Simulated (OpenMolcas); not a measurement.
# B2H3Cl (SMILES BBCl): levels of theory compared

We compute a comparison of 6 runs (HF/def2-SVP, TPSS/3-21G, B3LYP/6-31G*, B3LYP/def2-SVP, SOS-MP2/cc-pV(D+d)Z) of B2H3Cl. 

The results are computed with OpenMolcas 26.06.

9 further runs of the same task are left out: 1 that didn't finish, 8 set aside as unsound or not needed.

## (1) Starting point

B2H3Cl: 6 atoms, total charge 0, spin state singlet. SMILES: `BBCl`. Geometry: relaxed at GFN2-xTB.

Bond lengths: B1–B2 1.641 Å, B2–Cl3 1.710 Å, B1–H4 1.171 Å, B1–H5 1.172 Å, B2–H6 1.183 Å. Angles: B1–B2–Cl3 123.3°, B1–B2–H6 122.5°, Cl3–B2–H6 114.2°, B2–B1–H4 122.5°, B2–B1–H5 122.4°, H4–B1–H5 115.1°.

## (2) Energy and gradient at HF/def2-SVP (run 1)

Contents of mol.input:

```
* B2ClH3 Hartree-Fock
>>> EXPORT MOLCAS_PRINT=2

&GATEWAY
 BasLib = $CurrDir
 Coord
 6
 angstrom
 B       -0.299650       0.033340      -0.822200
 B        0.363990       0.027360       0.678490
 Cl      -0.413480      -0.642770       2.046250
 H       -0.114810      -0.827100      -1.595300
 H       -0.963570       0.916600      -1.211540
 H        1.427530       0.492560       0.904300
 Basis = def2-SVP
 Group = NoSym

&SEWARD

&SCF
 Thresholds = 1e-10 1e-07 1e-07 1e-05
 PrOrbitals = 1 1

&ALASKA
```

The basis set def2-SVP is read from a file made from the Basis Set Exchange's data (not shown).

The run is started by

```sh
export MOLCAS_MEM=1860
pymolcas mol.input > mol.log
```

The log of the run:

```text
--- Start Module: gateway ---
[...]
--- Stop Module: gateway /rc=_RC_ALL_IS_WELL_ ---
[...]
      Basis functions           61
[...]
--- Start Module: scf ---
[...]
       Convergence after  12 Iterations
[...]
::    Total SCF energy                               -510.4224977662
[...]
      Total spin, S                                     0.0000000000
[...]
      Total electronic charge=   30.000000
      Total            charge=   -0.000000
[...]
      Dipole Moment (debye):
      Origin of the operator (angstrom)=   -0.2233   -0.3536    1.1341
                   X=  2.5555E-01               Y=  2.7987E-01               Z= -7.3362E-01           Total=  8.2573E-01
      Quadrupole Moment (debye*angstrom):
[...]
--- Stop Module: scf /rc=_RC_ALL_IS_WELL_ ---
[...]
--- Start Module: alaska ---
[...]
 *              Molecular gradients               *
 **************************************************
  Irreducible representation: a
 ------------------------------------------------------------------------------------------
                              X                       Y                       Z
 ------------------------------------------------------------------------------------------
  B1                4.03409481436201E-03    1.07423420439567E-04    8.39393053987880E-03
  B2               -1.83050987242872E-02   -9.49062549680724E-03    2.57171681944612E-03
  CL3               1.73845876089205E-02    1.37707239849805E-02   -2.46411181895798E-02
  H4               -3.52518898432008E-03    1.31537032160507E-02    9.01530326508615E-03
  H5                9.15729158865886E-03   -1.30451491433257E-02    3.24946676951154E-03
  H6               -8.74568630331796E-03   -4.49607598131840E-03    1.41070079572841E-03
 ------------------------------------------------------------------------------------------
[...]
```

Wall time 3.6 s (1 thread of Arm Neoverse V2, shared host); peak memory 0.39 GiB.

## (3) Energy and gradient at TPSS/3-21G (run 2)

Contents of mol.inp:

```
* B2ClH3 Kohn-Sham DFT
&gateway
baslib = $CurrDir
coord
6
angstrom
B       -0.299650       0.033340      -0.822200
B        0.363990       0.027360       0.678490
Cl      -0.413480      -0.642770       2.046250
H       -0.114810      -0.827100      -1.595300
H       -0.963570       0.916600      -1.211540
H        1.427530       0.492560       0.904300
basis = 3-21G
group = NoSym
&seward
gridinput
Grid=UltraFine
End of Grid
&scf
ksdft = 2
1.0 MGGA_X_TPSS
1.0 MGGA_C_TPSS
thresholds = 1e-10 1e-07 1e-07 1e-05
prorbitals = 1 1
&alaska
```

The basis set 3-21G is read from a file made from the Basis Set Exchange's data (not shown).

The run is started by

```sh
export MOLCAS_MEM=1860
pymolcas mol.inp > mol.log
```

The log of the run:

```text
--- Start Module: gateway ---
[...]
--- Stop Module: gateway /rc=_RC_ALL_IS_WELL_ ---
[...]
      Basis functions           37
[...]
--- Start Module: scf ---
[...]
       Convergence after  13 Iterations
[...]
::    Total KS-DFT energy                            -509.2077826843
[...]
      Total spin, S                                     0.0000000000
[...]
      Total electronic charge=   30.000000
      Total            charge=   -0.000000
[...]
      Dipole Moment (debye):
      Origin of the operator (angstrom)=   -0.2233   -0.3536    1.1341
                   X=  2.7423E-01               Y=  3.3897E-01               Z= -9.6010E-01           Total=  1.0545E+00
      Quadrupole Moment (debye*angstrom):
[...]
--- Stop Module: scf /rc=_RC_ALL_IS_WELL_ ---
[...]
--- Start Module: alaska ---
[...]
 *              Molecular gradients               *
 **************************************************
  Irreducible representation: a
 ------------------------------------------------------------------------------------------
                              X                       Y                       Z
 ------------------------------------------------------------------------------------------
  B1               -3.36057432219605E-03    2.18796955972267E-04   -8.46720005183643E-03
  B2               -1.90141652335440E-02   -1.65812012561619E-02    3.38059838177349E-02
  CL3               2.43986827124596E-02    2.04221027380100E-02   -3.97866947462617E-02
  H4               -3.03436095391824E-03    1.17943332823025E-02    9.37569740599375E-03
  H5                8.49714312726602E-03   -1.20558871289633E-02    4.13775284872653E-03
  H6               -7.48672533005879E-03   -3.79814459115746E-03    9.34460725641184E-04
 ------------------------------------------------------------------------------------------
[...]
```

It took 13 s on 1 thread of Arm Neoverse V2, shared host; peak memory 0.37 GiB.

Runs 3 to 5 aren't shown in full; the table further down has their settings and results.

## (4) A single-point energy at SOS-MP2/cc-pV(D+d)Z (Cholesky decomposition) (run 6)

Contents of run.input:

```
&GATEWAY
 BasLib=$CurrDir
 BasisSet
 B.cc-pVDpdZ....
 B1 -0.299650 0.033340 -0.822200 angstrom
 B2 0.363990 0.027360 0.678490 angstrom
 End of Basis
 BasisSet
 Cl.cc-pVDpdZ....
 Cl3 -0.413480 -0.642770 2.046250 angstrom
 End of Basis
 BasisSet
 H.cc-pVDpdZ....
 H4 -0.114810 -0.827100 -1.595300 angstrom
 H5 -0.963570 0.916600 -1.211540 angstrom
 H6 1.427530 0.492560 0.904300 angstrom
 End of Basis

&SEWARD
 High

&SCF
 PrOrbitals=1 2

&MBPT2
 SOSMP2
 Frozen=7
```

The basis set cc-pV(D+d)Z is read from a file made from the Basis Set Exchange's data (not shown).

The run is started by

```sh
export MOLCAS_MEM=1860
pymolcas run.input > run.log
```

The log of the run:

```text
--- Start Module: gateway ---
[...]
--- Stop Module: gateway /rc=_RC_ALL_IS_WELL_ ---
[...]
      Basis functions           66
[...]
--- Start Module: scf ---
[...]
       Convergence after  10 Iterations
[...]
::    Total SCF energy                               -510.6150079900
[...]
      Total spin, S                                     0.0000000000
[...]
      Total electronic charge=   30.000000
      Total            charge=   -0.000000
[...]
      Dipole Moment (debye):
      Origin of the operator (angstrom)=   -0.2233   -0.3536    1.1341
                   X=  3.0774E-01               Y=  3.2362E-01               Z= -8.1886E-01           Total=  9.3272E-01
      Quadrupole Moment (debye*angstrom):
[...]
--- Stop Module: scf /rc=_RC_ALL_IS_WELL_ ---
[...]
--- Start Module: mbpt2 ---
[...]
WARNING!
Default frozen orbitals as non valence orbitals is overwritten by user input.
Default values:   7
[...]
::    Total MBPT2 energy                             -510.9152321536
[...]
--- Stop Module: mbpt2 /rc=_RC_ALL_IS_WELL_ ---
[...]
```

Run time: 4.5 s. Hardware: 1 thread of Arm Neoverse V2, shared host.

## (5) The series

```
run                                         level  integration grid  Cartesian functions  energy (Eh)  dipole moment (D) of the reference  HOMO energy (eV)  LUMO energy (eV)  wall time
  1                                   HF/def2-SVP                 –                   no  -510.422498                                0.83            -11.17              1.80      3.6 s
  2                                    TPSS/3-21G         UltraFine                   no  -509.207783                                1.05             -6.92             -2.83       13 s
  3            B3LYP/6-31G* (spherical functions)         UltraFine                   no  -511.688070                                0.79             -7.67             -1.92       14 s
  4            B3LYP/6-31G* (Cartesian functions)         UltraFine                  yes  -511.692396                                0.79             -7.67             -1.92       15 s
  5                                B3LYP/def2-SVP         UltraFine                   no  -511.522433                                0.42             -7.64             -2.11       15 s
  6  SOS-MP2/cc-pV(D+d)Z (Cholesky decomposition)                 –                   no  -510.915232                                0.93            -11.17              1.79      4.5 s
```

## (6) Outcome

| quantity | value |
| --- | --- |
| run 6: total energy | -510.91523 Eh |
| run 6: dipole moment (mean-field density) | 0.93 D |
| run 6: HOMO energy (Hartree–Fock orbitals) | -11.17 eV |
| run 6: LUMO energy (Hartree–Fock orbitals) | 1.79 eV |
| run 6: HOMO–LUMO gap (Hartree–Fock orbitals) | 12.96 eV |
| run 6: correlation energy (7 core orbitals frozen) | -300.2 mEh |

**Reading.** Over runs 1, 2, 3, 4, 5 the dipole moment (its size) runs from 0.42 D (B3LYP/def2-SVP) to 1.05 D (TPSS/3-21G). The two ends differ in method and basis. Over runs 1, 2, 3, 4, 5 the HOMO–LUMO gap runs from 4.09 eV (TPSS/3-21G) to 12.97 eV (HF/def2-SVP). Totals of different functionals can't be ranked against each other. All runs together took 65 s, the longest 15 s.
